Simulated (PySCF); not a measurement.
A structure optimised at B3LYP-D3(BJ)/def2-TZVP, used in a PySCF frequency run:

```
B
F 1 1.3156
F 1 1.3156 2 120.00
F 1 1.3156 2 120.00 3 180.00
```

Question: Write its SMILES, formula and point group.

Answer: FB(F)F, BF3, D3h

Question: What are its rotational constants (standard atomic weights)?

Answer: 10.246, 10.246, 5.1228 GHz
